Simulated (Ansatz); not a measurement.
# H2OSSi (SMILES O1[SiH2]S1): single points off equilibrium

The atoms stand at a structure displaced at random from a GFN2-xTB minimum. How far do the functionals agree with CCSD(T) there?

The runs use Ansatz 0.2.0, Gaussian basis; single points in def2-TZVPP.

Cores are frozen in the correlated methods. B3LYP uses VWN-RPA correlation.

**1. The starting structure**

SMILES `O1[SiH2]S1`, 5 atoms, charge 0, spin multiplicity 1.

Atoms are counted from 1 here; the program's logs count them from 0.

Bond lengths: O1–Si2 1.676 Å, O1–S3 1.872 Å, Si2–S3 2.064 Å, Si2–H4 1.557 Å, Si2–H5 1.437 Å. Angles: Si2–O1–S3 70.9°, O1–Si2–S3 59.0°, O1–Si2–H4 106.7°, O1–Si2–H5 131.5°, S3–Si2–H4 119.0°, S3–Si2–H5 126.2°, H4–Si2–H5 107.4°, O1–S3–Si2 50.1°.

Coordinates:

```mol
H2OSSi
  3D, bonds by distance, orders not assigned

  5  5  0  0  0  0  0  0  0  0999 V2000
   -0.0791   -0.3669    1.3815 O   0  0
   -0.0967    0.2189   -0.1887 Si  0  0
    1.3027   -1.1754    0.4109 S   0  0
   -1.4240   -0.2738   -0.8359 H   0  0
    0.1813    1.5251   -0.7201 H   0  0
  1  2  8  0
  1  3  8  0
  2  3  8  0
  2  4  8  0
  2  5  8  0
M  END
```

**2. CCSD(T)/def2-TZVPP**

Input file run/in.yaml:

```yaml
crystal:
  periodic: [false, false, false]
  atoms:
    - {symbol: O, position_ang: [-0.079100, -0.366900, 1.381500]}
    - {symbol: Si, position_ang: [-0.096700, 0.218900, -0.188700]}
    - {symbol: S, position_ang: [1.302700, -1.175400, 0.410900]}
    - {symbol: H, position_ang: [-1.424000, -0.273800, -0.835900]}
    - {symbol: H, position_ang: [0.181300, 1.525100, -0.720100]}
basis:
  gaussian: {orbitals: def2-TZVPP}
correlation: {method: ccsd_t}
output: {forces: true}
```

The command line of these runs was not kept.

**3. PBE0-D4/def2-TZVPP**

Edit run/in.yaml of step 2 so:

```diff
@@ -10,3 +10,3 @@
   gaussian: {orbitals: def2-TZVPP}
-correlation: {method: ccsd_t}
-output: {forces: true}
+hamiltonian: {xc: pbe0, dispersion: d4}
+output: {forces: true, orbitals: {seedname: orbitals}}
```

**4. wB97M-V/def2-TZVPP**

Edit run/in.yaml of step 3 so:

```diff
@@ -10,3 +10,3 @@
   gaussian: {orbitals: def2-TZVPP}
-hamiltonian: {xc: pbe0, dispersion: d4}
-output: {forces: true, orbitals: {seedname: orbitals}}
+hamiltonian: {xc: {name: wB97M-V}}
+output: {forces: true}
```

**5. r2SCAN-D4/def2-TZVPP**

Edit run/in.yaml of step 4 so:

```diff
@@ -10,3 +10,3 @@
   gaussian: {orbitals: def2-TZVPP}
-hamiltonian: {xc: {name: wB97M-V}}
+hamiltonian: {xc: r2scan, dispersion: d4}
 output: {forces: true}
```

**6. PBE-D4/def2-TZVPP**

Edit run/in.yaml of step 5 so:

```diff
@@ -10,3 +10,3 @@
   gaussian: {orbitals: def2-TZVPP}
-hamiltonian: {xc: r2scan, dispersion: d4}
+hamiltonian: {xc: pbe, dispersion: d4}
 output: {forces: true}
```

**7. revPBE-D4/def2-TZVPP**

Edit run/in.yaml of step 6 so:

```diff
@@ -10,3 +10,3 @@
   gaussian: {orbitals: def2-TZVPP}
-hamiltonian: {xc: pbe, dispersion: d4}
+hamiltonian: {xc: {name: revPBE}, dispersion: d4}
 output: {forces: true}
```

**8. B3LYP-D4/def2-TZVPP**

Edit run/in.yaml of step 7 so:

```diff
@@ -10,3 +10,3 @@
   gaussian: {orbitals: def2-TZVPP}
-hamiltonian: {xc: {name: revPBE}, dispersion: d4}
+hamiltonian: {xc: {name: B3LYP}, dispersion: d4}
 output: {forces: true}
```

(Steps that only read results are left out.)

Before running it: what results should come out? Wanted: energy less free atoms, CCSD(T)/def2-TZVPP; RMS force component; RMS force error; HOMO and LUMO, PBE0-D4; T1 diagnostic.

As calculated:

| quantity | value |
| --- | --- |
| energy less free atoms, CCSD(T)/def2-TZVPP | -343.2 kcal/mol |
| RMS force component | 0.803 to 0.963 eV/Å over the methods |
| RMS force error | PBE0-D4 0.277, wB97M-V 0.246, r2SCAN-D4 0.142, PBE-D4 0.178, revPBE-D4 0.227, B3LYP-D4 0.077 eV/Å |
| HOMO and LUMO, PBE0-D4 | -7.07 and -2.28 eV |
| T1 diagnostic | 0.016 |

Against CCSD(T) the functionals' energies less atoms differ by -23.9 to -8.5 kcal/mol, PBE-D4 by -23.9 kcal/mol. The reference is not at the basis limit: in triple zeta CCSD(T) underbinds, which counts against methods that bind more; the gaps are no ranking. The forces of B3LYP-D4 come nearest to CCSD(T), those of PBE0-D4 are farthest. Frozen-core CCSD(T) forces in triple zeta carry basis errors of their own, and this is one geometry, so small gaps rank nothing.
